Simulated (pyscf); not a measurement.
Structures and frequencies: ωB97X-D3(BJ)/def2-SVP in PySCF.

### Question
For `[OH][BH][Cl]` + `[H][H]` → `[BH2][OH]` + `[ClH]`, a four-centre exchange (singlet surface; B–Cl, H–H broken, B–H, Cl–H formed), PBE/def2-TZVP gives ΔE‡ = 1.46 eV and ΔE = +0.89 eV (zero: the separated reactants). In which direction and how far do r²SCAN/def2-TZVP, PBE0-D3(BJ)/def2-TZVP, ωB97M-D3(BJ)/def2-TZVP move these?

### Answer
r²SCAN: ΔE‡ = 1.57 eV, ΔE = +0.94 eV; PBE0-D3(BJ): ΔE‡ = 1.56 eV, ΔE = +0.87 eV; ωB97M-D3(BJ): ΔE‡ = 1.76 eV, ΔE = +0.84 eV. PBE's barrier lies under all of them, by 0.10 to 0.31 eV. Its reaction energy lies among theirs. This is the saddle that the search found; another between the same sides may lie lower.
